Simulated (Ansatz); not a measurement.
A made-up structure of CH5SSi (charge +1), closed shell:

```
atom    x (Å)    y (Å)    z (Å)
 Si1  -0.8270   0.9527  -0.9350
  C2   0.1326   0.3002   0.3387
  S3   0.5401  -1.3655   0.2999
  H4  -1.2784   0.0766  -2.0288
  H5  -1.1872   2.3777  -0.9196
  H6  -0.0244  -2.2164  -0.5983
  H7   1.8777  -1.4024   0.5289
  H8   0.2434  -1.8259   1.5421
```

It is relaxed with PBE-D4/def2-SVP and then PBE0-D4/def2-TZVP (Ansatz 0.2.0). Atoms count as bonded within 1.22 times the sum of their covalent radii (H–H: 0.88 Å). The end point is not checked to be a true minimum.

**Question.** Does its bonding change? (A judgement: the text doesn't fix the answer.)

**Answer.** By the calculation: No: no bond forms or breaks.

Where it ends: The first stage lowers the energy by 0.87 eV in 8 steps. It ends as CH₅SSi ([SiH2][C][SH3]), total charge +1:
```
atom    x (Å)    y (Å)    z (Å)
 Si1  -0.8869   0.9987  -1.0018
  C2   0.0444   0.1593   0.1395
  S3   0.5353  -1.2952   0.3864
  H4  -1.5042   0.3568  -2.1802
  H5  -1.1071   2.4422  -0.8336
  H6   0.3167  -2.4566  -0.3611
  H7   1.8882  -1.4607   0.4905
  H8   0.1906  -1.8476   1.5883
```

Labels in which every atom is bracketed show which atoms are joined, not bond orders.

For scale, one of the runs: PBE0-D4/def2-TZVP relaxation, 135 basis functions, launched by `ansatz run in.yaml --threads 2 --pin off --events-out ev --progress --plain --max-ram 4352MiB`. The run took about 21 s on 2 CPU threads of an Arm Neoverse V1 (shared host).
